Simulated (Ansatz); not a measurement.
Task: a short molecular-dynamics run of CH₅AlSi, SMILES [CH2]1[AlH][SiH2]1, with the Python package of Ansatz (0.2.0). Give the script and its output. Settings (for the species named): BLYP, 6-31G* basis, multiplicity 1.

```xyz
8

C    -0.5142    0.1740   -0.7895
Al   -0.1493    1.0797    0.9125
Si    0.3638   -1.1025    0.0795
H    -1.5566   -0.0293   -0.9561
H    -0.0303    0.6293   -1.6993
H     0.4271    2.4150    1.6109
H     1.8820   -1.1532   -0.0813
H    -0.3303   -2.0702    0.8674
```

`md_ch5alsi.py`:
```python
import ansatz as az
from ase import Atoms
import numpy as np

BASIS_SET = '6-31G*'
FUNCTIONAL = 'BLYP'
N_STEPS = 30
TEMPERATURE_K = 300


def main() -> None:
    atoms = Atoms(['C', 'Al', 'Si', 'H', 'H', 'H', 'H', 'H'], positions=[
        (-0.5142, 0.174, -0.7895),
        (-0.1493, 1.0797, 0.9125),
        (0.3638, -1.1025, 0.0795),
        (-1.5566, -0.0293, -0.9561),
        (-0.0303, 0.6293, -1.6993),
        (0.4271, 2.415, 1.6109),
        (1.882, -1.1532, -0.0813),
        (-0.3303, -2.0702, 0.8674),
    ])
    mol = az.Crystal.molecule_from_ase(atoms)

    model = (
        mol.calculation()
        .basis(gaussian=BASIS_SET)
        .functional(FUNCTIONAL)
    )
    symbols = [site.symbol for site in mol.cartesian_sites]
    start = np.array([site.position_ang for site in mol.cartesian_sites], dtype=float)
    rep = model.relax(force_tolerance=0.02, max_steps=100).run(threads=1, pin='off').report
    end = np.array(rep['positions_ang'])
    minimum = az.Crystal.molecule()
    for symbol, place in zip(symbols, end):
        minimum = minimum.atom(symbol, place.tolist())

    model = (
        minimum.calculation()
        .basis(gaussian=BASIS_SET)
        .functional(FUNCTIONAL)
        .md('nve', timestep=1.0, steps=N_STEPS, temperature=TEMPERATURE_K, initial_velocities='maxwell_boltzmann', seed=64)
    )
    frames = []
    out = model.session().plan().execute(on_event=lambda e: frames.append(e['data']) if e['event'] == 'md_step' else None)
    print('t (fs)   E_pot (eV)      E_kin (eV)   T (K)   d(0-1) (A)')
    for f in frames[::2]:
        xyz = np.array(f['positions_ang'])
        print(f'{f["time_fs"]:6.2f} {f["lagrangian_ev"]:14.5f} {f["e_kin_ev"]:10.5f} {f["temperature_k"]:8.1f} {np.linalg.norm(xyz[0] - xyz[1]):9.4f}')
    kept = np.array([f['conserved_ev'] for f in frames])
    print(f'conserved energy moves by at most {1000 * np.ptp(kept):.3f} meV')


if __name__ == '__main__':
    main()
```

```console
$ python md_ch5alsi.py
t (fs)   E_pot (eV)      E_kin (eV)   T (K)   d(0-1) (A)
  0.00   -15589.32735    0.23267    300.0    1.9793
  2.00   -15589.25448    0.16381    211.2    1.9734
  4.00   -15589.20891    0.11789    152.0    1.9664
  6.00   -15589.20704    0.11554    149.0    1.9601
  8.00   -15589.20765    0.11640    150.1    1.9572
 10.00   -15589.21580    0.12321    158.9    1.9582
 12.00   -15589.17883    0.08787    113.3    1.9610
 14.00   -15589.19000    0.09975    128.6    1.9627
 16.00   -15589.26149    0.16755    216.0    1.9620
 18.00   -15589.22560    0.13434    173.2    1.9603
 20.00   -15589.19463    0.10451    134.8    1.9594
 22.00   -15589.23032    0.13780    177.7    1.9601
 24.00   -15589.22310    0.13147    169.5    1.9617
 26.00   -15589.20316    0.11124    143.4    1.9633
 28.00   -15589.17655    0.08510    109.7    1.9647
 30.00   -15589.15837    0.06754     87.1    1.9670
conserved energy moves by at most 5.165 meV
```

Total energies depend on the basis set; only differences at equal settings carry meaning. The trajectory is only some femtoseconds long, so its temperature is not equilibrated; where the script doesn't relax first, it starts from a rough generated geometry. The temperature counts the internal degrees of freedom alone. With hydrogen a step over 0.5 fs is long. The whole script took 75 s on 1 thread of Arm Neoverse V2, with other jobs on the host, peak memory 0.2 GiB.
